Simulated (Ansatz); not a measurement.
Molecule: C4H5 (charge 0, doublet). SMILES: C1[C@]2C[C@@H]12
Structure (B3LYP-D3(BJ)/def2-TZVP (Ansatz, a quantum-chemistry and plane-wave program) minimum search):
```xyz
9

C      0.0558     1.1575     0.2832
C      0.0638    -1.1629     0.2583
C      0.7649     0.0061    -0.3252
C     -0.6769     0.0017    -0.3769
H      0.0231     1.2812     1.3661
H      0.0625     2.0844    -0.2786
H      0.0320    -1.3100     1.3383
H      0.0768    -2.0775    -0.3233
H     -1.4401     0.0072    -1.1389
```
Charge 0, spin multiplicity 2.

Wanted: size of the dipole moment, in D. Conventions: spin-orbit terms left out; 6-31G* and kin with 6d, 5d where marked; dispersion terms only where a functional's name holds one; non-relativistic; UHF or UKS for open shells; LANL2DZ all-electron up to Ne; 6-311+G** with 5d. First-principles rows: single points at B3LYP-D3(BJ) geometries (Ansatz).

| level | program | size of the dipole moment (D) |
|---|---|---|
| B3LYP/STO-3G | Ansatz | 0.59 |
| B3LYP/3-21G | Ansatz | 0.88 |
| B3LYP/LANL2DZ | Ansatz | 1.02 |
| B3LYP/6-31G | Ansatz | 0.88 |
| B3LYP/6-31G* | Ansatz | 0.90 |
| B3LYP/6-31+G* | Ansatz | 0.96 |
| B3LYP/6-31G** | Ansatz | 0.90 |
| B3LYP/def2-SVP | Ansatz | 0.92 |
| B3LYP/cc-pVDZ | Ansatz | 0.92 |
| B3LYP/6-311+G** | Ansatz | 0.96 |

No value to compare with is used here. The 10 habitual levels span 0.59 (B3LYP/STO-3G) to 1.02 D (B3LYP/LANL2DZ).

The sets are all those run for this method; runs whose electronic state is in doubt are left out.
